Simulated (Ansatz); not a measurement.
**Structure relaxation of P**

These are results of Ansatz, DFT PBEsol, scalar-relativistic, plane waves, PAW, not measurements. Cutoff 420 eV, Γ-centred k mesh, Gaussian smearing, no spin polarisation in the final step.

The start puts P on the beta-tungsten (A15) structure type (Pm-3n, No. 223), at a guessed volume.

```xyz
8
Lattice="6.0649 0.0000 0.0000 0.0000 6.0649 0.0000 0.0000 0.0000 6.0649" Properties=species:S:1:pos:R:3 pbc="T T T"
P     3.0325    3.0325    3.0325
P     0.0000    0.0000    0.0000
P     1.5162    0.0000    3.0325
P     3.0325    1.5162    0.0000
P     3.0325    4.5487    0.0000
P     4.5487    0.0000    3.0325
P     0.0000    3.0325    4.5487
P     0.0000    3.0325    1.5162
```

Cell and atoms relax at zero pressure; the relaxation can't lower the symmetry of the start. After a coarse first stage the cell is made exact in the group found at 0.06 Å.

Energies count from the standard state of P at the same level.

(1) Describe the relaxed structure.

(2) What are its volume, energy, density and gap?

## Answers

(1) It keeps Pm-3n (No. 223). The result has the beta-tungsten (A15) structure. Conventional cell: a = 4.839 Å. P on Wyckoff site a (2 atoms of the primitive cell) has 12 P at 2.70 Å; P on Wyckoff site c (6 atoms of the primitive cell) is coordinated by 2 P at 2.42 Å, 4 P at 2.70 Å and 8 P at 2.96 Å.

```
P
1.0
     4.83869    0.00000    0.00000
     0.00000    4.83869    0.00000
     0.00000    0.00000    4.83869
P
8
Direct
  0.50000 0.50000 0.50000
  0.00000 0.00000 0.00000
  0.25000 0.00000 0.50000
  0.50000 0.25000 0.00000
  0.50000 0.75000 0.00000
  0.75000 0.00000 0.50000
  0.00000 0.50000 0.75000
  0.00000 0.50000 0.25000
```

(2) The volume per atom is 14.16 Å³, the density is 3.63 g/cm³ and the energy over the standard structure is 0.73 eV/atom. The gap on the 8×8×8 mesh is 0 eV (a metal).

The final run used a 8×8×8 mesh on its 8-atom cell and 0.10 eV smearing. For metals, differences of a few meV/atom aren't resolved. A structure relaxed within its symmetry needn't be a true minimum. The steps took roughly 60 core-seconds in all.